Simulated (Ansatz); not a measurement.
For SnBr₂ (Pnma, No. 62; cell taken from a computed entry), LDA (plane waves, PAW; Ansatz, a program for electronic structure) gives:

| Item | Result |
|---|---|
| volume per atom | 28.33 Å³/atom |
| band gap at the PBEsol cell | 2.07 eV |

Question: What does PBEsol (Ansatz, plane waves, PAW) give for the same quantities?

Answer: 
- equilibrium volume per atom: 30.55 Å³/atom (goes up by 7.8 %)
- band gap at the PBEsol cell: 2.10 eV (goes up by 0.03 eV)

Changes are worked out from the printed values.

Unless a cell is named, each level is at its own relaxed cell (LDA 28.33, PBEsol 30.55 Å³/atom).

Spin–orbit coupling is included only where a level's name says +SOC; with heavier elements it mostly lowers gaps and can invert bands. Density-functional gaps are differences of (generalised) Kohn–Sham levels.

Caveats: the relaxation could not lower the start's symmetry, so the cell can be a saddle point above a distorted one (LDA, PBEsol). Ansatz's density-functional and Hartree–Fock values are scalar-relativistic unless marked +SOC, with PAW data made under PBE.
